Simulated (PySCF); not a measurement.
From results back to the method.

Species: fluoroborane Ion, BFH (charge +1).
Geometry (PBE0-D3(BJ)/def2-TZVP, Å), atoms numbered from 1 in this order:
```
atom  x, y, z in Å
B1    -0.007   -0.016   -0.006
F2     1.123    0.388   -0.175
H3    -1.108   -0.409    0.158
```

The closed-shell ground state was solved 4 times with PySCF (density fitting, gas phase), always in the pcSseg-2 basis (86 functions), with these functionals: B97-2, KT3, PBE0 and wB97X-D. Geometry: PBE0-D3(BJ)/def2-TZVP; no solvent, vibrations or thermal averaging.

```
row  total energy (Eh)  HOMO (eV)  LUMO (eV)
  P          -124.9784     -24.24      -7.32
  Q          -124.8761     -22.21      -9.40
  R          -124.9763     -21.94      -9.42
  S          -126.6413     -20.76     -10.49
```

Task: Which functional belongs to which row?

Result: P = wB97X-D, Q = PBE0, R = B97-2, S = KT3. By rising HOMO–LUMO gap: KT3 (GGA) 10.27 eV; B97-2 (global hybrid, 21 % exact exchange) 12.52 eV; PBE0 (global hybrid, 25 % exact exchange) 12.81 eV; wB97X-D (range-separated hybrid) 16.92 eV. Total energies of different functionals aren't bounds to one another; each is stationary for its own functional.

The pairwise dispersion term of wB97X-D wasn't added to the energies; at a given geometry it leaves orbitals and properties as they are.
